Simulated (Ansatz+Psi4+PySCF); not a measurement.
# triplet C₄: levels of theory in one basis

```yaml
atoms:
  - { symbol: C, position_ang: [-0.3679, -1.5992, -1.0534] }
  - { symbol: C, position_ang: [-0.1217, -0.5290, -0.3484] }
  - { symbol: C, position_ang: [0.1217, 0.5290, 0.3484] }
  - { symbol: C, position_ang: [0.3679, 1.5992, 1.0534] }
```

Basis set: cc-pVTZ (spherical functions). Left uncorrelated: 4 orbitals. Correlation on ROHF uses semicanonical orbitals with singles. Charge 0, multiplicity 3.

Computed with Ansatz (development build ahead of 0.2.0); each method stands on the lowest determinant of its kind that the runs found.

| method | E − E(ROHF) (eV) | <S²> of the determinant |
| --- | --- | --- |
| ROHF | 0.00 | 2.00 |
| UHF | -0.71 | 2.23 |
| ROHF-MP2 | -14.10 | – |
| UHF-CCSD | -14.95 | 2.23 |
| UHF-CCSD(T) | -15.88 | 2.23 |

Question: What does UHF-MP2 give on the same scale?

Answer: -13.97 eV.

Caution for ROHF, ROHF-MP2: an unrestricted determinant lies well below; the determinant breaks the point group. Caution for UHF, UHF-MP2, UHF-CCSD, UHF-CCSD(T): the unrestricted determinant is spin contaminated. Caution for ROHF-MP2: another reference gives a lower total. Caution for UHF-MP2, UHF-CCSD, UHF-CCSD(T): large share of triples, a single reference is doubtful. Caution for UHF-CCSD, UHF-CCSD(T): the program doubts this total.
